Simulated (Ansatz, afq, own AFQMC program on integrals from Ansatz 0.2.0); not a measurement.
Integrals from Ansatz 0.2.0, then the random walk in our own AFQMC program (afq).

```yaml
crystal:
  periodic: [false, false, false]
  atoms:
    - {symbol: O, position_ang: [0.030409, 0.053929, -0.059285]}
    - {symbol: H, position_ang: [0.971283, 0.068202, 0.207943]}
    - {symbol: H, position_ang: [-0.453293, 0.863454, 0.200638]}
    - {symbol: H, position_ang: [-1.000684, -1.787686, 0.532464]}
basis:
  gaussian: {orbitals: 6-31G}
total_charge: 1
magnetization: {spin_polarized: false}
correlation: {method: ccsd_t, electrons: outside_noble_gas, hamiltonian_folder: ham}
```

```sh
$ ansatz run in.yaml --threads 1 --pin off --events-out ev --progress --plain --max-ram 1382MiB
```

Options of the walk:

```
--method phaseless --trial cisd --walkers 2 --populations 1 --least-time 40 --time-step 0.04 --steps-per-block 25 --equilibration-blocks 3 --max-blocks 20 --target-error 0.00136 --factor-cut 1e-05 --seed 3667 --taylor-order 6
```

Times are imaginary, in 1/Eh. The walk had a cap of 90 s.

```
orbitals 14  electrons 4 4  factors 79 of 172
reference energy -76.06697330 Eh
CCSD correlation -0.15850735 Eh in 15 cycles, weight of the determinant in the CISD state 0.8453
energy of the start -76.225481 Eh
 block  time / (1/Eh)  mean weight  energy / Eh
     1     1.000  1.0558  -76.223020
     2     2.000  0.8561  -76.221243
     3     3.000  0.9687  -76.219318
     4     4.000  0.9982  -76.220349
     5     5.000  1.0113  -76.229826
     7     7.000  0.9992  -76.222395
     8     8.000  1.0618  -76.210161
     9     9.000  0.9241  -76.235517
    11    11.000  1.0425  -76.221288
    13    13.000  0.9260  -76.431828
    15    15.000  0.9852  -76.220597
    17    17.000  1.0278  -76.220861
    19    19.000  0.9940  -76.231519
    21    21.000  1.0094  -76.223408
    23    23.000  0.9642  -76.218844
blocks merged  error / Eh  count
     1  0.010346  20
     2  0.009895  10
energy -76.235924 +/- 0.010346 Eh
(rows thinned)
```

The run failed at least one of its tests; the cautions name the faults.

Against this walk (error 281.5 meV) on the same determinant: CCSD(T) 119.6 meV higher (within the noise), CCSDT(Q) 145.0 meV higher (within the noise), CCSDTQ 146.2 meV higher (within the noise), full CI (a separate run on its own orbitals, whose frozen core shifts it by up to a few meV) 145.6 meV higher (within the noise), a separate phaseless walk with a CISD trial and standard settings 140.4 ± 281.8 meV higher (within the noise). The error is statistical and leaves out the bias of the constraint.

A setting was made bad on purpose (too few walkers), so the walk's energy isn't to be trusted.

Cautions: constraint bias not in the error; error not settled; error above the target (281.5 against 37.0 meV); higher spins were not checked; restricted determinant unstable towards unrestricted (UHF 633 meV lower, ⟨S²⟩ 0.86); strong correlation (T1 0.077, weight of the determinant 0.85, largest double 0.18); full CI with its own frozen core; the sampling time fell short of the least asked; so few walkers bias the energy; the time-step error isn't removed.

CCSDT and higher add their correlation energy to the determinant of the CCSD(T) run, since their own runs factorise the integrals more tightly (a shift of under 2 meV). A walk keeps the symmetry of its determinant, which the program's search chose and which needn't be the lowest solution, so a lower state of the same spin and another symmetry isn't excluded.
